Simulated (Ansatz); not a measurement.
```xyz
3

C     0.0010   -0.0002   -0.5912
F     0.0008    1.0239    0.1964
F    -0.0006   -1.0244    0.1964
```

RHF on singlet CF2 was run in several spherical basis sets with Ansatz (development build ahead of 0.2.0).

(1) Rank the basis sets by the total energy that they give, lowest first, with the distance from the lowest.
A. cc-pVTZ
B. cc-pVDZ
C. def2-TZVP

Results:

(1) C (0.00 eV), A (0.36 eV), B (2.60 eV).

Totals follow the description of the cores as much as that of the bonds, so this order isn't one of quality for chemistry.
